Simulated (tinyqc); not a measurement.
UKS/PBE in the sto-6g basis, for LiH, spin multiplicity 3, step by step (part 1 of 2). Computed by tinyqc, a small Python program that keeps every step (integrals from PySCF). Settings: charge = 0, multiplicity = 3, basis = sto-6g, energy threshold = 1e-10, iteration cap = 52, orthogonalisation = canonical, start = atomic densities, DIIS depth = 4, method = UKS, functional = pbe,pbe, grid = [20, 26]. Command: `OMP_NUM_THREADS=1 python tinyqc.py 29530 29531 out.jsonl` (the two numbers bound the seeds that draw the settings). One thread of a shared host (Intel(R) Xeon(R) Processor @ 2.60GHz), about 2 s of CPU time with the checks. Later iterations appear only in the table of the cycle.

## One-electron integrals

Geometry (angstrom):
```
atom         x         y         z
Li    0.000000  0.000000  0.000000
H     0.000000  0.000000  2.008000
```

Basis sto-6g: exponents (1/bohr^2) and contraction coefficients of normalised primitives:
```
element  l (shell)    exponent  coefficient
Li           s (1)  167.175846     0.009164
Li           s (1)   30.651508     0.049361
Li           s (1)    8.575187     0.168538
Li           s (1)    2.945808     0.370563
Li           s (1)    1.143944     0.416492
Li           s (1)    0.471139     0.130334
Li           s (2)    6.597564    -0.013253
Li           s (2)    1.305830    -0.046992
Li           s (2)    0.405851    -0.033785
Li           s (2)    0.156146     0.250242
Li           s (2)    0.067814     0.595117
Li           s (2)    0.031084     0.240706
Li           p (3)    6.597564     0.003760
Li           p (3)    1.305830     0.037679
Li           p (3)    0.405851     0.173897
Li           p (3)    0.156146     0.418036
Li           p (3)    0.067814     0.425860
Li           p (3)    0.031084     0.101708
H            s (1)   35.523221     0.009164
H            s (1)    6.513144     0.049361
H            s (1)    1.822143     0.168538
H            s (1)    0.625955     0.370563
H            s (1)    0.243077     0.416492
H            s (1)    0.100112     0.130334
```

Overlap, kinetic and nuclear-attraction integrals over the contracted functions; the nuclear repulsion is the sum of Za Zb / Rab.

nuclear repulsion = 0.79060340 hartree

overlap S, lower triangle:
```
           1Li 1s    1Li 2s   1Li 2px   1Li 2py   1Li 2pz     2H 1s
1Li 1s   1.000000
1Li 2s   0.235742  1.000000
1Li 2px  0.000000  0.000000  1.000000
1Li 2py  0.000000  0.000000  0.000000  1.000000
1Li 2pz  0.000000  0.000000  0.000000  0.000000  1.000000
2H 1s    0.028139  0.299766  0.000000  0.000000  0.418075  1.000000
```

kinetic energy T (hartree), lower triangle:
```
            1Li 1s    1Li 2s   1Li 2px   1Li 2py   1Li 2pz     2H 1s
1Li 1s    3.616742
1Li 2s   -0.110723  0.106524
1Li 2px   0.000000  0.000000  0.320007
1Li 2py   0.000000  0.000000  0.000000  0.320007
1Li 2pz   0.000000  0.000000  0.000000  0.000000  0.320007
2H 1s    -0.010098  0.019736  0.000000  0.000000  0.069645  0.768522
```

nuclear attraction V (hartree), lower triangle:
```
            1Li 1s     1Li 2s    1Li 2px    1Li 2py    1Li 2pz      2H 1s
1Li 1s   -8.330679
1Li 2s   -0.890487  -1.448925
1Li 2px   0.000000   0.000000  -1.423470
1Li 2py   0.000000   0.000000   0.000000  -1.423470
1Li 2pz  -0.010806  -0.098397   0.000000   0.000000  -1.499681
2H 1s    -0.111989  -0.492428   0.000000   0.000000  -0.696668  -2.029796
```

core Hamiltonian H = T + V (hartree), lower triangle:
```
            1Li 1s     1Li 2s    1Li 2px    1Li 2py    1Li 2pz      2H 1s
1Li 1s   -4.713936
1Li 2s   -1.001209  -1.342401
1Li 2px   0.000000   0.000000  -1.103463
1Li 2py   0.000000   0.000000   0.000000  -1.103463
1Li 2pz  -0.010806  -0.098397   0.000000   0.000000  -1.179673
2H 1s    -0.122087  -0.472693   0.000000   0.000000  -0.627023  -1.261274
```

## Two-electron integrals

Functions are numbered as in S; the eight-fold symmetry (ij|kl) = (ji|kl) = (kl|ij) leaves the list below.

Two-electron integrals (ij|kl) in chemists' order, unique and non-zero (hartree):
```
(11|11) 1.681247   (21|11) 0.242603   (21|21) 0.044507   (22|11) 0.397190
(22|21) 0.090279   (22|22) 0.290625   (31|31) 0.009437   (32|31) 0.014261
(32|32) 0.064236   (33|11) 0.397190   (33|21) 0.090279   (33|22) 0.290625
(33|33) 0.313125   (41|41) 0.009437   (42|41) 0.014261   (42|42) 0.064236
(43|43) 0.016875   (44|11) 0.397190   (44|21) 0.090279   (44|22) 0.290625
(44|33) 0.279374   (44|44) 0.313125   (51|51) 0.009437   (52|51) 0.014261
(52|52) 0.064236   (53|53) 0.016875   (54|54) 0.016875   (55|11) 0.397190
(55|21) 0.090279   (55|22) 0.290625   (55|33) 0.279374   (55|44) 0.279374
(55|55) 0.313125   (61|11) 0.028478   (61|21) 0.005141   (61|22) 0.010629
(61|33) 0.010476   (61|44) 0.010476   (61|51) 0.000692   (61|52) 0.001437
(61|55) 0.010935   (61|61) 0.000659   (62|11) 0.096534   (62|21) 0.022385
(62|22) 0.079969   (62|33) 0.075506   (62|44) 0.075506   (62|51) 0.003710
(62|52) 0.024578   (62|55) 0.088893   (62|61) 0.003180   (62|62) 0.040834
(63|31) 0.001558   (63|32) 0.007885   (63|53) 0.003398   (63|63) 0.002361
(64|41) 0.001558   (64|42) 0.007885   (64|54) 0.003398   (64|64) 0.002361
(65|11) 0.126971   (65|21) 0.029672   (65|22) 0.109081   (65|33) 0.101589
(65|44) 0.101589   (65|51) 0.005773   (65|52) 0.038092   (65|55) 0.124066
(65|61) 0.004360   (65|62) 0.060485   (65|65) 0.090378   (66|11) 0.263355
(66|21) 0.061998   (66|22) 0.243822   (66|33) 0.222886   (66|44) 0.222886
(66|51) 0.010632   (66|52) 0.090014   (66|55) 0.285696   (66|61) 0.009138
(66|62) 0.162023   (66|65) 0.247448   (66|66) 0.774999
```

## Orthogonalisation

S = U s U^T; canonical form X = U s^(-1/2), so that X^T S X = 1. Each column of U has its largest component positive (the first on a tie).

eigenvalues of S: 0.472161  0.807974  1.000000  1.000000  1.176310  1.543555

X:
```
                 1          2          3         4          5         6
1Li 1s    0.248261   0.771340   0.000000  0.000000   0.606241  0.193601
1Li 2s   -0.674285  -0.601923   0.000000  0.000000   0.476836  0.381904
1Li 2px   0.000000   0.000000  -0.634908  0.772588   0.000000  0.000000
1Li 2py   0.000000   0.000000   0.772588  0.634908   0.000000  0.000000
1Li 2pz  -0.785767   0.481186   0.000000  0.000000  -0.465488  0.415526
2H 1s     0.992067  -0.221014   0.000000  0.000000  -0.196305  0.540241
```

Within a degenerate level the vectors are fixed only up to a rotation; this is one choice.

## Starting guess

The start is atomic minimal-basis densities projected into this basis (PySCF's MINAO start) and scaled to the electron count of each spin; this density is not idempotent, so its energy is not variational and may lie below the converged one.

D(alpha) at the start, lower triangle:
```
            1Li 1s     1Li 2s   1Li 2px   1Li 2py   1Li 2pz     2H 1s
1Li 1s    1.556506
1Li 2s   -0.166632   0.760096
1Li 2px   0.000000   0.000000  0.000000
1Li 2py   0.000000   0.000000  0.000000  0.000000
1Li 2pz   0.004085  -0.004003  0.000000  0.000000  0.002757
2H 1s    -0.013220   0.071072  0.000000  0.000000  0.042557  0.681755
```

D(beta) at the start, lower triangle:
```
            1Li 1s     1Li 2s   1Li 2px   1Li 2py   1Li 2pz     2H 1s
1Li 1s    0.518835
1Li 2s   -0.055544   0.253365
1Li 2px   0.000000   0.000000  0.000000
1Li 2py   0.000000   0.000000  0.000000  0.000000
1Li 2pz   0.001362  -0.001334  0.000000  0.000000  0.000919
2H 1s    -0.004407   0.023691  0.000000  0.000000  0.014186  0.227252
```

## Iteration 1: exchange-correlation on the grid

Becke grid with 20 radial and 26 angular points per atom, points of zero weight dropped. rho = sum D_ij phi_i phi_j; V_xc,ij = sum w v_xc phi_i phi_j plus the gradient terms; v_xc is d(rho eps)/d rho(s) for spin s at fixed gradient.

The 8 grid points with the largest w rho, of 1030 (bohr, atomic units):
```
x                  y          z         w  rho(alpha)  rho(beta)     eps_xc  v_xc(alpha)
0.000000    0.000000   2.767972  0.877800    0.038406   0.012802  -0.348176    -0.431880
0.000000    0.000000   0.492881  0.032651    0.670697   0.223566  -0.874770    -1.053904
0.000000   -0.492881   0.000000  0.032651    0.669990   0.223330  -0.874653    -1.053358
0.000000    0.492881   0.000000  0.032651    0.669990   0.223330  -0.874653    -1.053358
0.492881    0.000000   0.000000  0.032651    0.669990   0.223330  -0.874653    -1.053358
-0.492881   0.000000   0.000000  0.032651    0.669990   0.223330  -0.874653    -1.053358
0.000000    0.000000  -0.492881  0.032651    0.669465   0.223155  -0.874536    -1.052985
-0.348519   0.000000   0.348519  0.026121    0.670459   0.223486  -0.874737    -1.053713
```

electrons on the grid, sum of w rho = 3.995609

E_xc = sum of w rho eps_xc = -2.29794351 hartree

V_xc(alpha) (hartree), lower triangle:
```
            1Li 1s     1Li 2s    1Li 2px    1Li 2py    1Li 2pz      2H 1s
1Li 1s   -1.216885
1Li 2s   -0.137102  -0.205258
1Li 2px   0.000000   0.000000  -0.197126
1Li 2py   0.000000   0.000000   0.000000  -0.197126
1Li 2pz  -0.000311  -0.016578   0.000000   0.000000  -0.221555
2H 1s    -0.016909  -0.092173   0.000000   0.000000  -0.136681  -0.465736
```

V_xc(beta) (hartree), lower triangle:
```
            1Li 1s     1Li 2s    1Li 2px    1Li 2py    1Li 2pz      2H 1s
1Li 1s   -0.920331
1Li 2s   -0.106457  -0.169323
1Li 2px   0.000000   0.000000  -0.163102
1Li 2py   0.000000   0.000000   0.000000  -0.163102
1Li 2pz  -0.000256  -0.012588   0.000000   0.000000  -0.181798
2H 1s    -0.013112  -0.073595   0.000000   0.000000  -0.108643  -0.368293
```

## Iteration 1: building the Kohn-Sham matrix

J_ij = sum D_kl (ij|kl) with D = D(alpha) + D(beta); F = H + J + V_xc; E = tr D H + tr D J / 2 + E_xc + E_nn.

Coulomb J (hartree), lower triangle:
```
           1Li 1s    1Li 2s   1Li 2px   1Li 2py   1Li 2pz     2H 1s
1Li 1s   4.056449
1Li 2s   0.639318  1.328590
1Li 2px  0.000000  0.000000  1.307828
1Li 2py  0.000000  0.000000  0.000000  1.307828
1Li 2pz  0.010949  0.090223  0.000000  0.000000  1.370119
2H 1s    0.077004  0.433315  0.000000  0.000000  0.607484  1.529258
```

F(alpha) (hartree), lower triangle:
```
            1Li 1s     1Li 2s   1Li 2px   1Li 2py    1Li 2pz      2H 1s
1Li 1s   -1.874372
1Li 2s   -0.498993  -0.219068
1Li 2px   0.000000   0.000000  0.007240
1Li 2py   0.000000   0.000000  0.000000  0.007240
1Li 2pz  -0.000168  -0.024752  0.000000  0.000000  -0.031110
2H 1s    -0.061992  -0.131550  0.000000  0.000000  -0.156220  -0.197751
```

F(beta) (hartree), lower triangle:
```
            1Li 1s     1Li 2s   1Li 2px   1Li 2py    1Li 2pz      2H 1s
1Li 1s   -1.577818
1Li 2s   -0.468349  -0.183134
1Li 2px   0.000000   0.000000  0.041264
1Li 2py   0.000000   0.000000  0.000000  0.041264
1Li 2pz  -0.000113  -0.020762  0.000000  0.000000   0.008647
2H 1s    -0.058195  -0.112972  0.000000  0.000000  -0.128182  -0.100309
```

total energy of this density = -8.00052141 hartree

This density is the starting one; it is not idempotent, so its energy is not variational and may lie below the converged one.

## Iteration 1: diagonalisation and new density

Diagonalise F' = X^T F X, C = X C', fill 3 alpha and 1 beta electrons from the bottom; D(s) = C_occ C_occ^T. Each column has its largest component positive (the first on a tie).

F' = X^T F X (alpha) (hartree), lower triangle:
```
           1          2         3         4          5          6
1   0.100957
2  -0.149011  -0.714493
3   0.000000   0.000000  0.007240
4   0.000000   0.000000  0.000000  0.007240
5  -0.103885  -0.814575  0.000000  0.000000  -1.019637
6  -0.117528  -0.294986  0.000000  0.000000  -0.384968  -0.384352
```

orbital energies (alpha) (hartree): MO1 -1.876336, MO2 -0.234214, MO3 -0.051926, MO4 0.007240, MO5 0.007240, MO6 0.144951

coefficients C (alpha):
```
               MO1        MO2        MO3       MO4        MO5        MO6
1Li 1s    0.991316  -0.107167  -0.237978  0.000000   0.000000  -0.103847
1Li 2s    0.035049   0.302543   0.920481  0.000000   0.000000   0.500148
1Li 2px   0.000000   0.000000   0.000000  0.084883   0.996391   0.000000
1Li 2py   0.000000   0.000000   0.000000  0.996391  -0.084883   0.000000
1Li 2pz   0.002034   0.251631  -0.430997  0.000000   0.000000   0.994601
2H 1s    -0.004329   0.748480  -0.235783  0.000000   0.000000  -0.864643
```

F' = X^T F X (beta) (hartree), lower triangle:
```
           1          2         3         4          5          6
1   0.183270
2  -0.121362  -0.544110
3   0.000000   0.000000  0.041264
4   0.000000   0.000000  0.000000  0.041264
5  -0.079692  -0.689384  0.000000  0.000000  -0.873447
6  -0.075532  -0.258909  0.000000  0.000000  -0.356474  -0.305836
```

orbital energies (beta) (hartree): MO1 -1.584348, MO2 -0.155706, MO3 -0.009549, MO4 0.041264, MO5 0.041264, MO6 0.209480

coefficients C (beta):
```
               MO1        MO2        MO3       MO4        MO5        MO6
1Li 1s    0.981919  -0.141696  -0.251828  0.000000   0.000000  -0.118107
1Li 2s    0.068923   0.383424   0.874654  0.000000   0.000000   0.522887
1Li 2px   0.000000   0.000000   0.000000  0.998568  -0.053495   0.000000
1Li 2py   0.000000   0.000000   0.000000  0.053495   0.998568   0.000000
1Li 2pz   0.004077   0.304910  -0.498004  0.000000   0.000000   0.947268
2H 1s    -0.009271   0.668437  -0.218966  0.000000   0.000000  -0.931987
```

D(alpha) after iteration 1, lower triangle:
```
            1Li 1s     1Li 2s   1Li 2px   1Li 2py   1Li 2pz     2H 1s
1Li 1s    1.050825
1Li 2s   -0.216732   0.940046
1Li 2px   0.000000   0.000000  0.000000
1Li 2py   0.000000   0.000000  0.000000  0.000000
1Li 2pz   0.077618  -0.320524  0.000000  0.000000  0.249081
2H 1s    -0.028393   0.009262  0.000000  0.000000  0.289954  0.615834
```

D(beta) after iteration 1, lower triangle:
```
            1Li 1s     1Li 2s   1Li 2px   1Li 2py    1Li 2pz     2H 1s
1Li 1s    0.964165
1Li 2s    0.067677   0.004750
1Li 2px   0.000000   0.000000  0.000000
1Li 2py   0.000000   0.000000  0.000000  0.000000
1Li 2pz   0.004003   0.000281  0.000000  0.000000   0.000017
2H 1s    -0.009103  -0.000639  0.000000  0.000000  -0.000038  0.000086
```

Within a degenerate level the vectors are fixed only up to a rotation; this is one choice.

## Iteration 2: exchange-correlation on the grid

As before.

The 8 grid points with the largest w rho, of 1030 (bohr, atomic units):
```
x                  y          z         w  rho(alpha)  rho(beta)     eps_xc  v_xc(alpha)
0.000000    0.000000   2.767972  0.877800    0.043719   0.000014  -0.366354    -0.436067
0.000000    0.000000  -2.767972  3.427979    0.008817   0.000024  -0.214510    -0.271675
0.000000    0.000000   0.492881  0.032651    0.455489   0.427671  -0.836213    -0.938404
-0.492881   0.000000   0.000000  0.032651    0.445217   0.427175  -0.834464    -0.929955
0.000000    0.492881   0.000000  0.032651    0.445217   0.427175  -0.834464    -0.929955
0.000000   -0.492881   0.000000  0.032651    0.445217   0.427175  -0.834464    -0.929955
0.492881    0.000000   0.000000  0.032651    0.445217   0.427175  -0.834464    -0.929955
0.000000    0.000000  -0.492881  0.032651    0.441185   0.426640  -0.832968    -0.927567
```

electrons on the grid, sum of w rho = 3.994017

E_xc = sum of w rho eps_xc = -2.17615678 hartree

V_xc(alpha) (hartree), lower triangle:
```
            1Li 1s     1Li 2s    1Li 2px    1Li 2py    1Li 2pz      2H 1s
1Li 1s   -1.095570
1Li 2s   -0.126542  -0.216027
1Li 2px   0.000000   0.000000  -0.201555
1Li 2py   0.000000   0.000000   0.000000  -0.201555
1Li 2pz   0.002125   0.009348   0.000000   0.000000  -0.244991
2H 1s    -0.015515  -0.091377   0.000000   0.000000  -0.135928  -0.462624
```

V_xc(beta) (hartree), lower triangle:
```
            1Li 1s     1Li 2s    1Li 2px    1Li 2py    1Li 2pz     2H 1s
1Li 1s   -1.077135
1Li 2s   -0.121779  -0.129996
1Li 2px   0.000000   0.000000  -0.134894
1Li 2py   0.000000   0.000000   0.000000  -0.134894
1Li 2pz   0.000651   0.016152   0.000000   0.000000  -0.120184
2H 1s    -0.014538   0.021829   0.000000   0.000000   0.049476  0.351769
```

## Iteration 2: building the Kohn-Sham matrix

As before.

Coulomb J (hartree), lower triangle:
```
           1Li 1s    1Li 2s   1Li 2px   1Li 2py   1Li 2pz     2H 1s
1Li 1s   4.024933
1Li 2s   0.638749  1.334401
1Li 2px  0.000000  0.000000  1.314295
1Li 2py  0.000000  0.000000  0.000000  1.314295
1Li 2pz  0.002314  0.039030  0.000000  0.000000  1.374617
2H 1s    0.075972  0.405733  0.000000  0.000000  0.563037  1.380711
```

F(alpha) (hartree), lower triangle:
```
            1Li 1s     1Li 2s   1Li 2px   1Li 2py    1Li 2pz      2H 1s
1Li 1s   -1.784573
1Li 2s   -0.489003  -0.224026
1Li 2px   0.000000   0.000000  0.009277
1Li 2py   0.000000   0.000000  0.000000  0.009277
1Li 2pz  -0.006367  -0.050019  0.000000  0.000000  -0.050047
2H 1s    -0.061630  -0.158337  0.000000  0.000000  -0.199914  -0.343187
```

F(beta) (hartree), lower triangle:
```
            1Li 1s     1Li 2s   1Li 2px   1Li 2py    1Li 2pz     2H 1s
1Li 1s   -1.766138
1Li 2s   -0.484239  -0.137995
1Li 2px   0.000000   0.000000  0.075939
1Li 2py   0.000000   0.000000  0.000000  0.075939
1Li 2pz  -0.007842  -0.043215  0.000000  0.000000   0.074760
2H 1s    -0.060653  -0.045131  0.000000  0.000000  -0.014509  0.471206
```

total energy of this density = -7.88767405 hartree

## Iteration 2: DIIS over 2 matrices

error matrix X^T (FDS - SDF) X (alpha):
```
           1          2         3         4          5          6
1   0.000000   0.001095  0.000000  0.000000   0.033350  -0.045481
2  -0.001095   0.000000  0.000000  0.000000  -0.008384   0.011424
3   0.000000   0.000000  0.000000  0.000000   0.000000   0.000000
4   0.000000   0.000000  0.000000  0.000000   0.000000   0.000000
5  -0.033350   0.008384  0.000000  0.000000   0.000000  -0.000287
6   0.045481  -0.011424  0.000000  0.000000   0.000287   0.000000
```

B (overlaps of the stored error matrices):
```
                1               2
1   1.7800504e-02  -5.8331133e-03
2  -5.8331133e-03   1.0771215e-02
```

Minimise |sum c_i e_i|^2 with sum c_i = 1: solve [B -1; -1 0][c; lambda] = [0; -1] with B_ij = tr e_i^T e_j summed over both spins, and take F = sum c_i F_i.

DIIS coefficients: 0.412653  0.587347

extrapolated F(alpha) (hartree), lower triangle:
```
            1Li 1s     1Li 2s   1Li 2px   1Li 2py    1Li 2pz      2H 1s
1Li 1s   -1.821629
1Li 2s   -0.493126  -0.221980
1Li 2px   0.000000   0.000000  0.008437
1Li 2py   0.000000   0.000000  0.000000  0.008437
1Li 2pz  -0.003809  -0.039592  0.000000  0.000000  -0.042233
2H 1s    -0.061779  -0.147283  0.000000  0.000000  -0.181883  -0.283173
```

extrapolated F(beta) (hartree), lower triangle:
```
            1Li 1s     1Li 2s   1Li 2px   1Li 2py    1Li 2pz     2H 1s
1Li 1s   -1.688427
1Li 2s   -0.477682  -0.156622
1Li 2px   0.000000   0.000000  0.061630
1Li 2py   0.000000   0.000000  0.000000  0.061630
1Li 2pz  -0.004652  -0.033950  0.000000  0.000000   0.047479
2H 1s    -0.059639  -0.073126  0.000000  0.000000  -0.061416  0.235369
```
